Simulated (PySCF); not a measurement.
**Relaxation of doublet AlF₂**

These are results of PySCF, UB3LYP, basis Al def2-TZVP, F def2-TZVP (no relativity, density fitting), not measurements. A (50,194) grid was used.

A start displaced from a saddle point along its imaginary mode, of C2v symmetry, held to at least that symmetry:

```xyz
3
charge 0 multiplicity 2, angstrom
Al   -0.1200    0.0000    0.0000
F     0.0852    0.0000    1.6628
F     0.0852    0.0000   -1.6628
```

Question: What forces act on the atoms at the start (eV/Å)?

Answer: 
```tsv
atom	Fx	Fy	Fz
Al1	-0.70	0.00	0.00
F2	0.35	0.00	-0.40
F3	0.35	0.00	0.40
```

Question: What does it relax to?

Answer: It ends at C2v with Al–F 1.653 Å (×2); F–Al–F 119.9° (after a last refinement on a finer grid). A frequency run shows a minimum. Other isomers or separated fragments may lie lower.

Question: How much energy is released, and in how many steps?

Answer: 50.2 kJ/mol in 7 steps.

The relaxation took 14 s on 4 threads of a shared Arm Neoverse N1 host, with 99 basis functions and 8 gradients; the process peaked at 0.91 GiB. Launch command: `OMP_NUM_THREADS=4 python axn.py task.json out`.
